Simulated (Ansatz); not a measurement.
# BH2: the cost of one run

Program: Ansatz 0.2.0, Gaussian basis. Level of theory: the settings change from run to run. These are calculated values, not measurements.

7 further runs of the same task are left out: 1 for a known fault of the program, 4 that didn't finish, 2 set aside as unsound or not needed.

**1. What is computed**

The geometry derives from a PBE0/def2-TZVP stationary point (not a proven minimum). One angle is set to the value named; bond lengths are kept.

3 atoms, charge 1, spin multiplicity 1.

Atoms are counted from 1 here; the program's logs count them from 0.

Bond lengths: B1–H2 1.179 Å, B1–H3 1.179 Å. Angles: H2–B1–H3 125.6°.

Coordinates:

```
B    -0.08471    0.00000    0.00000
H     0.45429    0.00000   -1.04878
H     0.45429    0.00000    1.04878
```

**2. CISD/cc-pVTZ**

File in.yaml:

```yaml
crystal:
  periodic: [false, false, false]
  atoms:
    - {symbol: B, position_ang: [-0.084710, 0.000000, 0.000000]}
    - {symbol: H, position_ang: [0.454291, 0.000000, -1.048783]}
    - {symbol: H, position_ang: [0.454291, 0.000000, 1.048783]}
basis:
  gaussian: {orbitals: cc-pVTZ}
total_charge: 1
hamiltonian: {pseudopotentials: {relativity: scalar}}
correlation: {active_space: {ras: {orbitals: [3, 0, 55], electrons: 6, max_holes: 2, max_particles: 2}, fixed_orbitals: true}}
output: {forces: true}
```

Started as:

```sh
$ ansatz run in.yaml --threads 1 --pin off --events-out ev --progress --plain --max-ram 2393MiB
```

Q: Estimate wall time and peak memory on 1 thread of Intel Xeon at 2.50GHz, shared host.

About 12 s, with a peak of 0.37 GiB.
